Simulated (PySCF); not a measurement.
# Shapes and spin states of ClF₃

Level of theory: PySCF, PBE0, basis Cl def2-TZVP, F def2-TZVP (no relativity, density fitting).

Relaxations began from a few typed shapes and spin states; open shells are unrestricted. The search is not exhaustive: other isomers or separated fragments can lie lower, and high-lying points may rest on an excited occupation.

Question: Which is the lowest minimum found?
A. singlet C2v: Cl–F 1.595 Å, Cl–F 1.694 Å (×2); F–Cl–F 87.5° (×2), F–Cl–F 174.9°
B. triplet C3v: Cl–F 1.741 Å (×3); F–Cl–F 85.9° (×3)
C. triplet Cs: Cl–F 1.577 Å, Cl–F 2.100 Å (×2); F–Cl–F 93.9° (×2), F–Cl–F 103.3°
D. singlet D3h: Cl–F 1.718 Å (×3); F–Cl–F 120.0° (×3)

Answer: A. The others lie at 97.7 (singlet D3h, a saddle point), 222.3 (triplet Cs), 253.7 (triplet C3v, a saddle point) kJ/mol above it.

Counting electrons, chlorine keeps 4 of its valence electrons outside its bonds, so the VSEPR class is AX3E2 and the expected shape is T-shaped (C2v), as computed.
